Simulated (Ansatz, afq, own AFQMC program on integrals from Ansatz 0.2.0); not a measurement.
## SiH, doublet → SiH⁺, triplet

```json
{"atom": "Si", "x (Å)": "0.0000", "y (Å)": "0.0000", "z (Å)": "0.0000"}
{"atom": "H", "x (Å)": "0.0000", "y (Å)": "0.0000", "z (Å)": "1.5317"}
```

E(triplet, charge +1) − E(doublet, charge +0) at this geometry, on UHF and UHF determinants.

Basis cc-pVTZ. Only valence electrons are correlated. Integrals, coupled cluster, full CI and functionals: Ansatz 0.2.0; the random walks run on the same integrals in our own AFQMC program. The CISD trial takes its coefficients from CCSD amplitudes. Released means that phaseless walkers are propagated on without the constraint, phases kept. Free AFQMC starts from the CCSD state and is never constrained. Its projection time is finite, and what remains of the start isn't in its error. Uncertainties: one standard error, sampling alone. The errors of all members are added in quadrature.

Full CI on the same integrals is exact in this basis and with this determinant's frozen core.

The best estimate is CCSD(T) at the basis-set limit (CBS: def2-TZVPP and def2-QZVPP, with their diffuse functions for anions and beside diffuse sets, CCSD(T) itself extrapolated) plus the step from CCSD(T) to full CI in cc-pVTZ. Rows without CBS are in cc-pVTZ; B2PLYP and the wave-function rows carry a basis error of their own. Core correlation and relativity beyond core potentials are missing, and ± holds the sampling alone.

Cautions: SiH (doublet): the determinant is a saddle point among determinants of its kind; SiH⁺ (triplet): another spin lies lower; this isn't the first ionization.

```csv
level,vertical ionization energy (kcal/mol)
CCSD,232.4
HF,208.4
B2PLYP,231.9
```

Problem. From these cheaper values, estimate the vertical ionization energy at the level of the best estimate.

Solution. 235.1 kcal/mol (best estimate, highest rung FCI).

```json
{"level": "MP2", "vertical ionization energy (kcal/mol)": "228.2", "error against the best estimate (kcal/mol)": "-6.9"}
{"level": "CCSD(T)", "vertical ionization energy (kcal/mol)": "233.2", "error against the best estimate (kcal/mol)": "-1.9"}
{"level": "CCSDT", "vertical ionization energy (kcal/mol)": "233.3", "error against the best estimate (kcal/mol)": "-1.8"}
{"level": "CCSDT(Q)", "vertical ionization energy (kcal/mol)": "233.3", "error against the best estimate (kcal/mol)": "-1.8"}
{"level": "free AFQMC", "vertical ionization energy (kcal/mol)": "233.3 ± 0.03", "error against the best estimate (kcal/mol)": "-1.7 ± 0.03"}
{"level": "FCI", "vertical ionization energy (kcal/mol)": "233.3", "error against the best estimate (kcal/mol)": "-1.7"}
{"level": "HF/CBS", "vertical ionization energy (kcal/mol)": "208.3", "error against the best estimate (kcal/mol)": "-26.8"}
{"level": "MP2/CBS", "vertical ionization energy (kcal/mol)": "230.6", "error against the best estimate (kcal/mol)": "-4.4"}
{"level": "CCSD(T)/CBS", "vertical ionization energy (kcal/mol)": "234.9", "error against the best estimate (kcal/mol)": "-0.1"}
{"level": "PBE", "vertical ionization energy (kcal/mol)": "231.8", "error against the best estimate (kcal/mol)": "-3.2"}
{"level": "r2SCAN", "vertical ionization energy (kcal/mol)": "230.1", "error against the best estimate (kcal/mol)": "-5.0"}
{"level": "PBE0", "vertical ionization energy (kcal/mol)": "231.8", "error against the best estimate (kcal/mol)": "-3.2"}
{"level": "B3LYP", "vertical ionization energy (kcal/mol)": "235.1", "error against the best estimate (kcal/mol)": "0.0"}
{"level": "wB97M-V", "vertical ionization energy (kcal/mol)": "233.2", "error against the best estimate (kcal/mol)": "-1.9"}
```

Correlation beyond CCSD(T) adds 0.1 kcal/mol. Going to the basis-set limit adds 1.7 kcal/mol at CCSD(T). The perturbative (T) step is worth +0.8 kcal/mol. The functionals spread over 5.0 kcal/mol; B3LYP comes nearest and r2SCAN is 5.0 kcal/mol too low.

Best estimates are given only where the step beyond CCSD(T) is under 0.3 eV and no member's determinant is very poor (T1 over 0.05, or 0.07 for open shells, ⟨S²⟩ too high by 0.3, two states mixed), so the hardest cases are missing from such tables.

The functionals ran in a triple-zeta set and keep a basis error of their own, a few kJ/mol for each bond in atomization energies and more for double hybrids, so close places among them and the extrapolated levels can swap.

CCSDT and higher add their correlation energy to the determinant of the CCSD(T) run, since their own runs factorise the integrals more tightly (a shift of under 2 meV). Free projections are given only where their last times agree within the noise and don't stop above the reference; a slow remainder of the start can still hide under it. Each member of a difference takes its own highest rung, so a best estimate needn't equal the limit plus the step of one row. A walk keeps the symmetry of its determinant, which the program's search chose and which needn't be the lowest solution, so a lower state of the same spin and another symmetry isn't excluded.
